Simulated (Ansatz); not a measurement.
# SiH₂S₂ (SMILES S[Si]S): single points off equilibrium

The task here is to estimate one member of a computed series from the others.

Program: Ansatz 0.2.0, Gaussian basis. Level of theory: single points in def2-TZVPP. These are calculated values, not measurements.

Correlated methods freeze the cores.

## Starting geometry

SMILES `S[Si]S`, 5 atoms, charge 0, spin multiplicity 1.

Atoms are counted from 1 here; the program's logs count them from 0.

Bond lengths: S1–Si2 2.170 Å, S1–H4 1.355 Å, Si2–S3 2.250 Å, S3–H5 1.471 Å. Angles: Si2–S1–H4 91.1°, S1–Si2–S3 95.4°, Si2–S3–H5 92.3°.

Coordinates:

```tsv
atom	x (Å)	y (Å)	z (Å)
S1	-0.5555	-1.0153	-0.5240
Si2	-0.6807	0.9923	0.2911
S3	1.5124	1.1671	0.7614
H4	-1.8492	-0.9629	-0.9230
H5	1.7940	-0.1761	0.2324
```

The first run:

Contents of run/in.yaml:

```yaml
crystal:
  periodic: [false, false, false]
  atoms:
    - {symbol: S, position_ang: [-0.555500, -1.015300, -0.524000]}
    - {symbol: Si, position_ang: [-0.680700, 0.992300, 0.291100]}
    - {symbol: S, position_ang: [1.512400, 1.167100, 0.761400]}
    - {symbol: H, position_ang: [-1.849200, -0.962900, -0.923000]}
    - {symbol: H, position_ang: [1.794000, -0.176100, 0.232400]}
basis:
  gaussian: {orbitals: def2-TZVPP}
correlation: {method: ccsd_t}
output: {forces: true}
```

The command line of these runs was not kept.

Among the steps run: CCSD(T)/def2-TZVPP; PBE0-D4/def2-TZVPP; wB97M-V/def2-TZVPP; r2SCAN-D4/def2-TZVPP; PBE-D4/def2-TZVPP; LC-wPBE/def2-TZVPP; HSE06-D4/def2-TZVPP.

One table of the session follows, with a row left open; its other results are not shown here.

```
   method  RMS force component (eV/Å)  angle to CCSD(T) forces (°)  dipole (D)
  CCSD(T)                       1.000                    reference        1.36
  PBE0-D4                       1.022                          3.0        1.38
  wB97M-V                       1.048                          2.3        1.47
r2SCAN-D4                       0.979                          2.2        1.33
   PBE-D4                       0.847                          8.7        1.27
  LC-wPBE                           ?                            ?           ?
 HSE06-D4                       1.016                          2.9        1.38
```

Q: Estimate the row for LC-wPBE from the others.

**Answer.** RMS force component (eV/Å): 1.198; angle to CCSD(T) forces (°): 8.2; dipole (D): 1.50. In the column «RMS force component (eV/Å)» it is the highest.

Limits of these values: CCSD(T) in triple zeta still lacks some correlation energy of the bonds, so part of these gaps is its own basis error and they don't rank the functionals.
